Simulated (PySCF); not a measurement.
## A search over the determinants of MgAl

Unrestricted PBE0; PySCF, spin-free X2C with a Gaussian nucleus, basis sets Mg jorge-DZP-DKH, Al jorge-DZP-DKH. Outer shells of the fragments: Mg 3s2; Al 3s2 3p1.

Followed along the bond (rough minima from three points):

| 2Ms+1 | unpaired | ⟨S²⟩ at the start | R at minimum (Å) | Te (eV) |
| --- | --- | --- | --- | --- |
| 2 | π ↑ | 0.77 | 2.92 | 0.00 |
| 2 | σ ↑ | 0.76 | 3.29 | 0.22 |
| 4 | σ ↑, π ↑↑ | 3.76 | 2.52 | 1.25 |
| 4 | σ ↑↑, π ↑ | 3.75 | 2.75 | 1.31 |
| 2 | σ ↑, π ↑↓ | 1.77 | 2.53 | 1.66 |

Solutions found at the starting distance of 2.550 Å, counted from the lowest of them; the search is not exhaustive and high or unbound solutions are not listed, so other states can lie among these:

| 2Ms+1 | unpaired | term | E (eV) | ⟨S²⟩ | ⟨Lz²⟩ | μ (D) |
| --- | --- | --- | --- | --- | --- | --- |
| 2 | π ↑ | ²Π | 0.00 | 0.77 | 1.01 | -1.48 |
| 2 | σ ↑ | ²Σ⁺ | 0.64 | 0.76 | 0.00 | 0.80 |
| 4 | σ ↑, π ↑↑ | ⁴Σ⁻ | 1.07 | 3.76 | 0.00 | -2.52 |
| 4 | σ ↑↑, π ↑ | ⁴Π | 1.21 | 3.75 | 1.01 | -0.38 |
| 2 | σ ↑, π ↑↓ | mixed | 1.48 | 1.77 | 2.02 | -2.41 |
| 2 | σ ↓, π ↑↑ | mixed | 1.53 | 1.78 | 0.00 | -2.53 |
| 2 | σ ↑ | mixed | 2.06 | 0.81 | 2.00 | -2.04 |
| 4 | σ ↑, π ↑↑ | mixed | 3.01 | 3.77 | 2.01 | 0.30 |
| 2 | π ↑ | mixed | 4.31 | 1.05 | 1.01 | -3.30 |

A term symbol is given only where ⟨S²⟩ and ⟨Lz²⟩ are close to those of a pure state; real π, δ and φ orbitals otherwise mix terms. A positive dipole means Mg(−)Al(+).

Compare the gap between the two lowest followed solutions at the starting distance with the gap between their minima.

At PBE0 the second solution (doublet, unpaired electrons σ ↑) lies +0.64 eV from the first (doublet, unpaired electrons π ↑) at 2.550 Å and +0.22 eV at the minima; the two curves relax by different amounts, since their minima lie near 3.29 and 2.92 Å.

Counting both spins, an empty level lies below a filled one in some of these solutions, because spin and occupation are held.
